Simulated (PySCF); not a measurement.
**OH (SMILES [OH]): U-wB97X/def2-TZVP (preoptimised minimum)**

Wanted: an optimisation with harmonic vibrations of OH. 

Program for the calculation: PySCF 2.14.0.

5 further runs of the same task are left out: 5 set aside as unsound or not needed.

## 1. The structure to begin with

OH has 2 atoms, charge 0, and is taken as a doublet. As SMILES, `[OH]`. The shape is that of a GFN2-xTB symmetrised optimisation. The run starts from this shape.

Bond lengths: O1–H2 0.963 Å.

## 2. An optimisation with harmonic vibrations at U-wB97X/def2-TZVP (preoptimised minimum)

mol.xyz reads:

```xyz
2

O      0.000000     0.000000    -0.481726
H      0.000000     0.000000     0.481726
```

run.py reads:

```python
import numpy
from pyscf import gto, dft, symm
from pyscf.hessian import thermo
from pyscf.geomopt.geometric_solver import kernel as optimise

mol = gto.M(
    atom='mol.xyz',
    spin=1,
    verbose=3,
    basis='def2-tzvp',
    charge=0,
    max_memory=1860,
)

mf = dft.UKS(mol)
mf.xc = 'wb97x'
mf.grids.level = 4
mf.conv_tol = 1e-10
converged, mol_eq = optimise(mf, maxsteps=80)
print('converged:', converged)
print(mol_eq.tostring())

mf.reset(mol_eq)
mol = mol_eq
mf.kernel()
energy = mf.e_tot
print('E = %.10f Eh' % energy)
hess = mf.Hessian().kernel()
modes = thermo.harmonic_analysis(mol, hess)
print('frequencies (1/cm)', numpy.round(modes['freq_wavenumber'], 1))
symm.geom.TOLERANCE = 1e-3  # for the symmetry number
th = thermo.thermo(mf, modes['freq_au'], 298.15, 101325)
thermo.dump_thermo(mol, th)
```

Run with:

```bash
OMP_NUM_THREADS=1 python run.py
```

Q: Predict the results. Wanted: total energy; dipole moment; HOMO energy; LUMO energy; ⟨S²⟩; harmonic wavenumber; zero-point energy; ideal-gas entropy at 298.15 K.

Answer, from the run:

Level: U-wB97X/def2-TZVP (preoptimised minimum).

| quantity | value |
| --- | --- |
| total energy | -75.74486 Eh |
| dipole moment | 1.79 D |
| HOMO energy (highest over α and β) | -11.73 eV |
| LUMO energy (lowest over α and β) | -1.73 eV |
| ⟨S²⟩ | 0.753 |
| harmonic wavenumber | 3765 cm⁻¹ |
| zero-point energy | 22.5 kJ/mol |
| ideal-gas entropy at 298.15 K (symmetry number 1 as used) | 42.6 cal/(mol K) |

**Reading.** At the final geometry: Bond lengths: O1–H2 0.972 Å. The one mode is real, so the shape is a minimum at this level.
